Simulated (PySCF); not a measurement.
**From computed data to an observable: chemical shift, span and skew from a shielding tensor**

C2F4, SMILES FC(F)=C(F)F. Atoms are numbered in the order given.

```xyz
6

F      0.0000     1.1015    -1.3868
C      0.0000     0.0000    -0.6660
F      0.0000    -1.1015    -1.3868
C      0.0000     0.0000     0.6660
F      0.0000    -1.1015     1.3868
F      0.0000     1.1015     1.3868
```

Geometry: B3LYP-D3(BJ)/def2-SVP.

GIAO shieldings from B3LYP/pcSseg-1 (PySCF), non-relativistic, no solvent. The symmetric part of the tensor of F1 has the principal values 282.2, 283.1, 357.0 ppm. The same nucleus in CFCl3 has σ = 161.7 ppm at this level (PySCF, at its B3LYP-D3(BJ)/def2-TZVP geometry).

Task: Work out the isotropic shielding, the ¹⁹F shift against CFCl3, the span and the skew.

Result: 
σ(iso) = (σ11 + σ22 + σ33)/3 = 307.4 ppm. δ = σ(ref) − σ(iso) = 161.7 − (307.4) = -145.7 ppm.
Span Ω = σ33 − σ11 = 74.8 ppm. Skew κ = 3(σ(iso) − σ22)/Ω = 0.98, an axial tensor. Tumbling in solution averages the tensor to δ; in a static solid the shielding alone would spread this spin-1/2 line over Ω.
